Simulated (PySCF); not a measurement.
**Potential energy of CH⁺ along the bond**

Set-up: PySCF, no relativity, basis sets H 6-31G(d,p), C 6-31G(d,p). Energies in eV from H + C⁺ in their ground configurations at the same level. State: ¹Σ⁺ (singlet), closed shell.

All columns are PBE0. A positive dipole points towards C; it is taken about the centre of mass and depends on that origin.

```csv
R (Å),E (eV),μ (D),Mulliken charge on H (basis-dependent),HOMO (eV),LUMO (eV),Mayer bond order,⟨S²⟩
0.980,-3.628,-1.82,0.31,-20.10,-14.62,0.83,0.00
1.025,-3.890,-1.82,0.31,-20.02,-14.57,0.84,0.00
1.071,-4.041,-1.83,0.31,-19.94,-14.52,0.84,0.00
1.105,-4.098,-1.83,0.31,-19.87,-14.48,0.85,0.00
1.139,-4.115,-1.84,0.31,-19.80,-14.45,0.85,0.00
1.173,-4.099,-1.84,0.32,-19.73,-14.42,0.85,0.00
1.219,-4.038,-1.85,0.32,-19.62,-14.38,0.86,0.00
1.276,-3.911,-1.87,0.32,-19.48,-14.33,0.87,0.00
1.344,-3.708,-1.90,0.32,-19.30,-14.27,0.87,0.00
1.435,-3.384,-1.94,0.32,-19.04,-14.19,0.88,0.00
```

A fit through these points gives, at Re = 1.139 Å, μ = -1.84 D and dμ/dR = -0.173 D/Å; the reduced mass is 0.9297 u.

Question: How strong is the fundamental in the double-harmonic approximation, I = 42.26·(dμ/dR)²/μred km/mol?

Answer: I = 42.26·(-0.173)²/0.9297 = 1.36 km/mol at PBE0.

For an ion De counts to the pair picked by the measured ionisation energies or electron affinities, which need not be the lowest pair at this level.
